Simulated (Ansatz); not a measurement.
Write a Python script for the Python package of Ansatz (0.2.0) that makes vertical spin-state energies of AlBH₄, SMILES [BH2][AlH2]. Use (for the species named): CCSD(T), pcseg-2 basis, multiplicity 1.

`albh4.xyz`
```text
6

B     0.00620   -1.15160    0.04570
Al    0.01890    0.95320   -0.03700
H    -0.91440   -1.64820    0.64900
H     0.83400   -1.73210   -0.55850
H     1.15970    1.68290   -0.90430
H    -1.06240    1.83170    0.75890
```

Script `run_spin.py`:
```python
# -*- coding: utf-8 -*-
import ansatz as az

molecule = az.Crystal.molecule_from_extxyz("albh4.xyz")

calculation = (
    molecule.calculation()
    .basis(gaussian="pcseg-2")
    .correlation("ccsd_t")
)
found = {}
for unpaired in [0, 2]:
    rep = calculation.spin("collinear", total=unpaired).run(threads=1).report
    s = unpaired / 2
    found[unpaired] = rep["free_energy_ev"]
    print(f"2S+1 = {unpaired + 1}: E = {found[unpaired]:.5f} eV, <S^2> = {abs(rep['mean_field']['state']['spin_squared']):.3f} (pure state {s * (s + 1):.2f})")
lowest = min(found, key=found.get)
for unpaired, e in found.items():
    print(f"multiplicity {unpaired + 1}: {96.485332 * (e - found[lowest]):.1f} kJ/mol above the lowest")
```

Running `python run_spin.py` prints:
```text
2S+1 = 1: E = -7322.30611 eV, <S^2> = 0.000 (pure state 0.00)
2S+1 = 3: E = -7320.46883 eV, <S^2> = 2.008 (pure state 2.00)
multiplicity 1: 0.0 kJ/mol above the lowest
multiplicity 3: 177.3 kJ/mol above the lowest
```

In order: multiplicity 1 (+0.00 eV) and multiplicity 3 (+1.84 eV), all at the one geometry.

Total energies depend on the basis set; only differences at equal settings carry meaning. The geometry is a force-field or estimated start, not a minimum of this method, and the basis set is short of its limit. All parts are taken at fixed geometry, without zero-point energy. S² is that of the Hartree-Fock reference. The whole script took 36 s on 1 thread of Arm Neoverse V1, on a shared host, peak memory 1 GiB.
